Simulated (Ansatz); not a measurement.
Reaction (SMILES): N([SiH3])C [N-silylmethanamine] -> [SiH3] (SiH3) + [NH]C (CH4N) (the N-Si bond breaks)

Wanted: bond dissociation energy (electronic), in kcal/mol. Conventions: frozen cores in correlated levels; UHF or UKS for open shells; no dispersion term unless named; non-relativistic; spin-orbit terms left out. CBS marks a two-point X^-3 extrapolation of the correlation energy; Hartree-Fock from the larger set. The bracket is a focal-point correction in the basis named. Ab initio and DFT rows: single points at B3LYP-D3(BJ) geometries (Ansatz, a first-principles code).

```
species        coefficient  E at HF/STO-3G (Ansatz), Eh  E at PBE0/def2-TZVPD (Ansatz), Eh
-------------  -----------  ---------------------------  ---------------------------------
CN[SiH3]                -1                   -380.82248                         -386.37224
[SiH3] (SiH3)           +1                   -287.27173                         -291.10888
C[NH] (CH4N)            +1                    -93.42162                          -95.11400
```

Coupled cluster (Ansatz) is a level with limits of its own, used here on species with T1 under 0.025 (0.045 for open shells) and stable references: RI-MP2/CBS(aug-cc-pV(T+d)Z,aug-cc-pV(Q+d)Z)+[CCSD(T)-MP2]/aug-cc-pV(T+d)Z. Value to compare with, RI-MP2/CBS(aug-cc-pV(T+d)Z,aug-cc-pV(Q+d)Z)+[CCSD(T)-MP2]/aug-cc-pV(T+d)Z (Ansatz): 101.1 kcal/mol. 1 Eh = 627.5095 kcal/mol.

Q: Work the quantity out at each level, and compare with RI-MP2/CBS(aug-cc-pV(T+d)Z,aug-cc-pV(Q+d)Z)+[CCSD(T)-MP2]/aug-cc-pV(T+d)Z (Ansatz).

A: 
- HF/STO-3G: the sum of coefficient times E is 0.12913 Eh, or 81.03 kcal/mol. Result: 81.0 kcal/mol. Its difference against RI-MP2/CBS(aug-cc-pV(T+d)Z,aug-cc-pV(Q+d)Z)+[CCSD(T)-MP2]/aug-cc-pV(T+d)Z (Ansatz) is -20.1 kcal/mol.
- PBE0/def2-TZVPD: the sum of coefficient times E is 0.14936 Eh, or 93.72 kcal/mol. Result: 93.7 kcal/mol. Its difference against RI-MP2/CBS(aug-cc-pV(T+d)Z,aug-cc-pV(Q+d)Z)+[CCSD(T)-MP2]/aug-cc-pV(T+d)Z (Ansatz) is -7.4 kcal/mol.
